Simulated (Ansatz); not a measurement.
System: 1T (CdI2-type) TiTe₂. Method: PBE (Ansatz, a quantum-chemistry and plane-wave program, PAW).

Settings: plane-wave cutoff 520 eV, 18×18×8 k mesh (along the axes of the cell as run), Fermi–Dirac smearing 0.05 eV, no spin polarisation, scalar-relativistic PAW data made under PBE.

Computed at the level's own relaxed cell.

**Question.** Estimate the lattice parameter a and c axis length that the calculation returns.

**Answer.** 
- lattice parameter a: 3.765 Å
- c axis length: 6.962 Å

Note: for a layered or molecular solid the relaxed cell lies over 5 % above the published volume, where the minimum can be shallow; the cell comes from a level without a dispersion term, which matters for the spacing of layers, chains or molecules; the volume lies 6 % above that of the published cell.

Spin–orbit coupling is not included.

Computed values are for the static lattice.

The result took about 6 core-minutes (a rough figure).
